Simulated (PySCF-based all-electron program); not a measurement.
Results of a calculation; reference values are marked as such.
**Forces on MgH2, singlet in several shapes**

Method: all-electron DFT (in-house code on PySCF), basis-limit composite values; the spin-free Dirac equation, no spin–orbit coupling, spin-restricted. Forces are good to about 0.010 eV/Å. In part, the full relativistic part was added along one bond alone. Atoms are numbered as listed.

Shape A:

```xyz
3

Mg    0.0000    0.0000    0.0000
H     0.0000    0.0000    1.7150
H     0.0000    0.0000   -1.7150
```

PBE forces:

```csv
atom,Fx,Fy,Fz (eV/Å)
Mg1,0.000,0.000,0.000
H2,0.000,0.000,-0.019
H3,0.000,0.000,0.019
```

(1) What forces does r2SCAN give in shape A?

Shape B:

| atom | x (Å) | y (Å) | z (Å) |
| --- | --- | --- | --- |
| Mg | 0.0000 | 0.0000 | 0.0000 |
| H | 0.0000 | 0.0000 | 1.5440 |
| H | 0.0000 | 0.0000 | -1.7150 |

Against shape A, Mg1–H2 goes from 1.715 to 1.544 Å.

PBE forces:

```
atom     Fx     Fy  Fz (eV/Å)
 Mg1  0.000  0.000     -2.024
  H2  0.000  0.000      2.046
  H3  0.000  0.000     -0.022
```

(2) What forces does r2SCAN give in shape B?

Answers

(1) The forces move by 0.066 eV/Å (r.m.s. over the atoms) from PBE.

| atom | Fx | Fy | Fz (eV/Å) |
| --- | --- | --- | --- |
| Mg1 | 0.000 | 0.000 | 0.000 |
| H2 | 0.000 | 0.000 | -0.099 |
| H3 | 0.000 | 0.000 | 0.099 |

(2) The forces move by 0.055 eV/Å (r.m.s. over the atoms) from PBE.

```json
{"atom": "Mg1", "Fx": "0.000", "Fy": "0.000", "Fz (eV/Å)": "-2.061"}
{"atom": "H2", "Fx": "0.000", "Fy": "0.000", "Fz (eV/Å)": "2.006"}
{"atom": "H3", "Fx": "0.000", "Fy": "0.000", "Fz (eV/Å)": "0.055"}
```
